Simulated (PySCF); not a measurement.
## How good is the calculation?

Geometry:
| atom | x (Å) | y (Å) | z (Å) |
| --- | --- | --- | --- |
| S1 | 1.563 | -0.855 | -1.601 |
| C2 | 0.413 | -0.079 | -0.518 |
| C3 | -0.386 | -0.750 | 0.449 |
| C4 | -1.238 | 0.095 | 1.090 |
| S5 | -1.097 | 1.694 | 0.510 |
| C6 | 0.132 | 1.257 | -0.587 |
| H7 | 2.322 | -1.428 | -0.651 |
| H8 | -0.325 | -1.812 | 0.642 |
| H9 | -1.953 | -0.143 | 1.863 |
| H10 | 0.598 | 1.993 | -1.222 |

Published estimates (parent shift plus substituent increments) and measurements: δ $^{1}$H H9 7.10; H10 6.98; H8 6.76 ppm (estimated from measurements, as parent shift plus tabulated substituent increment; solution, not stated per compound (mostly CDCl3 or CCl4); Pretsch, Buehlmann, Badertscher, Structure Determination of Organic Compounds, 4th ed. (2009)).

No relativistic terms, no solvent model, one computed conformer. Shielding tensors at B97-2/pcSseg-2 (GIAO); coordinates at the PBE0-D3(BJ)/def2-TZVP level; PySCF 2.14.0 with density-fitted response routines.

Q: How close does the calculation come?

A: 
Reference values: estimated from measurements, as parent shift plus tabulated substituent increment (solution, not stated per compound (mostly CDCl3 or CCl4); Pretsch, Buehlmann, Badertscher, Structure Determination of Organic Compounds, 4th ed. (2009)).
| atoms | quantity | reference | computed | computed, scaled |
| --- | --- | --- | --- | --- |
| H9 | δ $^{1}$H | 7.10 | 7.35 | 7.04 |
| H10 | δ $^{1}$H | 6.98 | 7.38 | 7.06 |
| H8 | δ $^{1}$H | 6.76 | 7.25 | 6.94 |

Computed shifts are σ(ref) − σ with the named reference compound (TMS for H and C) calculated as an isolated molecule at the same level. The measured values may be among those fitted. Shieldings were converted by linear fits to measured shifts (mostly CDCl3, TMS scale, for H and C): $^{1}$H: δ = 29.81 − 0.938σ (rms 0.14 ppm, 293 shifts, 0.16 ppm with the 4 outliers that the fit left out). Occasional misses reach two or three times the rms, and more in compound classes unlike the fitted ones. H not on carbon is unscaled (vs computed TMS).

Q: How far are the unscaled $^{1}$H shifts from the references?

A: Mean signed difference +0.38 ppm, mean absolute 0.38 ppm over 3 comparisons; the largest is +0.49 ppm at H8 (hydrogen on an aromatic CH).
